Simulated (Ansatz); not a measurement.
# C7H16: one species, many methods

An exercise on one series of results from a longer session: the logs are not shown, and one member is left open.

Method: functionals in def2-TZVPP, the program's frozen cores in correlated methods; program: Ansatz 0.2.0, Gaussian basis.

Plan: PBE-D4, r2SCAN-D4, PBE0-D4, B3LYP-D4, ωB97X-V, ωB97M-V, B2PLYP; CCSD(T)/def2-TZVPP; MP2/def2-QZVPP; extrapolation to the limit.

## The geometry

The geometry comes from an earlier relaxation with PBE0-D4 in a triple-zeta def2 set; it is a stationary point, not always the lowest conformer.

SMILES `CCC(C)C(C)C`, 23 atoms, charge 0, spin multiplicity 1.

Atoms are counted from 1 here; the program's logs count them from 0.

Bond lengths: C1–C2 1.521 Å, C1–H8 1.093 Å, C1–H9 1.093 Å, C1–H10 1.092 Å, C2–C3 1.533 Å, C2–H11 1.094 Å, C2–H12 1.096 Å, C3–C4 1.525 Å, C3–C5 1.537 Å, C3–H13 1.100 Å, C4–H14 1.094 Å, C4–H15 1.093 Å, C4–H16 1.091 Å, C5–C6 1.524 Å, C5–C7 1.523 Å, C5–H17 1.098 Å, C6–H18 1.095 Å, C6–H19 1.093 Å and more. Angles: C2–C1–H8 111.8°, C2–C1–H9 111.8°, C2–C1–H10 110.7°, H8–C1–H9 107.6°, H8–C1–H10 107.3°, H9–C1–H10 107.3°, C1–C2–C3 115.3°, C1–C2–H11 109.2°, C1–C2–H12 109.0°, C3–C2–H11 109.5°, C3–C2–H12 107.8°, H11–C2–H12 105.6°, C2–C3–C4 110.6°, C2–C3–C5 113.4°, C2–C3–H13 106.4°, C4–C3–C5 112.0°, C4–C3–H13 107.5°, C5–C3–H13 106.5° and more.

The first run:

Input file in.yaml:

```yaml
crystal:
  periodic: [false, false, false]
  atoms:
    - {symbol: C, position_ang: [-1.023964, 1.956071, -0.805938]}
    - {symbol: C, position_ang: [-0.714270, 0.581797, -1.379077]}
    - {symbol: C, position_ang: [-0.433250, -0.511913, -0.342558]}
    - {symbol: C, position_ang: [-1.693216, -0.831684, 0.455114]}
    - {symbol: C, position_ang: [0.761763, -0.194678, 0.570550]}
    - {symbol: C, position_ang: [1.072518, -1.349219, 1.515561]}
    - {symbol: C, position_ang: [2.011576, 0.163113, -0.223243]}
    - {symbol: H, position_ang: [-0.179703, 2.361319, -0.242600]}
    - {symbol: H, position_ang: [-1.886294, 1.931850, -0.135420]}
    - {symbol: H, position_ang: [-1.252470, 2.665205, -1.604852]}
    - {symbol: H, position_ang: [0.133558, 0.660572, -2.065610]}
    - {symbol: H, position_ang: [-1.560199, 0.251904, -1.992237]}
    - {symbol: H, position_ang: [-0.163012, -1.414582, -0.909775]}
    - {symbol: H, position_ang: [-1.938299, -0.027774, 1.155483]}
    - {symbol: H, position_ang: [-2.549758, -0.962492, -0.211564]}
    - {symbol: H, position_ang: [-1.588531, -1.750034, 1.034375]}
    - {symbol: H, position_ang: [0.489945, 0.673366, 1.186063]}
    - {symbol: H, position_ang: [1.287567, -2.263348, 0.951807]}
    - {symbol: H, position_ang: [1.951587, -1.123471, 2.124426]}
    - {symbol: H, position_ang: [0.248243, -1.562750, 2.197491]}
    - {symbol: H, position_ang: [1.884011, 1.069602, -0.817472]}
    - {symbol: H, position_ang: [2.859992, 0.325921, 0.446125]}
    - {symbol: H, position_ang: [2.282206, -0.648776, -0.906651]}
basis:
  gaussian: {orbitals: def2-TZVPP}
hamiltonian: {xc: pbe, dispersion: d4}
output: {forces: true, orbitals: {seedname: orbitals}}
```

Among the steps run: PBE-D4 (GGA); r2SCAN-D4 (meta-GGA); PBE0-D4 (hybrid); B3LYP-D4 (hybrid); ωB97X-V (range-separated); ωB97M-V (range-separated); B2PLYP (double hybrid); CCSD(T) in def2-TZVPP; MP2 in def2-QZVPP.

One of the session's tables, all rows but one given; the rest of the session is left out.

```
            method  atomisation energy (eV)
            PBE-D4                   96.197
         r2SCAN-D4                   94.885
           PBE0-D4                   95.362
          B3LYP-D4                   94.793
           ωB97X-V                   94.836
           ωB97M-V                   94.970
            B2PLYP                   93.803
     HF/def2-TZVPP                   72.163
    MP2/def2-TZVPP                   93.581
   CCSD/def2-TZVPP                   91.851
CCSD(T)/def2-TZVPP                        ?
           MP2/CBS                   95.437
       CCSD(T)/CBS                   94.746
```

Q: Estimate the row for CCSD(T)/def2-TZVPP from the others.

As computed: atomisation energy (eV): 92.890. In the column «atomisation energy (eV)» it lies between CCSD/def2-TZVPP (91.851) and MP2/def2-TZVPP (93.581).
